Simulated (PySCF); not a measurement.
## Spin–spin coupling constants

Geometry:
```json
{"atom": "B1", "x (Å)": "0.433", "y (Å)": "0.765", "z (Å)": "0.013"}
{"atom": "H2", "x (Å)": "1.645", "y (Å)": "0.776", "z (Å)": "-0.006"}
{"atom": "H3", "x (Å)": "-0.147", "y (Å)": "1.824", "z (Å)": "-0.091"}
{"atom": "C4", "x (Å)": "-0.344", "y (Å)": "-0.578", "z (Å)": "0.074"}
{"atom": "H5", "x (Å)": "-0.382", "y (Å)": "-0.885", "z (Å)": "-0.995"}
{"atom": "H6", "x (Å)": "-1.387", "y (Å)": "-0.509", "z (Å)": "0.411"}
{"atom": "H7", "x (Å)": "0.182", "y (Å)": "-1.393", "z (Å)": "0.593"}
```

Couplings: B3LYP/pcJ-1 in PySCF 2.14.0 with density-fitted response routines, geometry PBE0-D3(BJ)/def2-SVP; gas phase, one conformer, non-relativistic. Couplings are averaged over pairs made equivalent by symmetry, fast rotation or ring inversion, so a value needn't be that of the named pair in this geometry, while other rotamers aren't included; one pair stands for each set, and the list holds those of at least 0.8 Hz over up to four bonds.

Isotopes: $^{11}$B, $^{1}$H, $^{13}$C.

| pair | bonds | J (Hz) |
| --- | --- | --- |
| B1, H2 | 1 | ? |
| B1, C4 | 1 | ? |
| C4, H5 | 1 | 124.6 |
| B1, H5 | 2 | -5.1 |
| H2, H3 | 2 | 6.4 |
| H2, C4 | 2 | 5.5 |
| H5, H6 | 2 | -15.1 |
| H2, H5 | 3 | 5.7 |

Q: Estimate the withheld couplings, with signs.

A: 
- $^{1}J$(B1,H2) = 134.5 Hz (bond length 1.212 Å)
- $^{1}J$(B1,C4) = 50.6 Hz (bond length 1.553 Å)
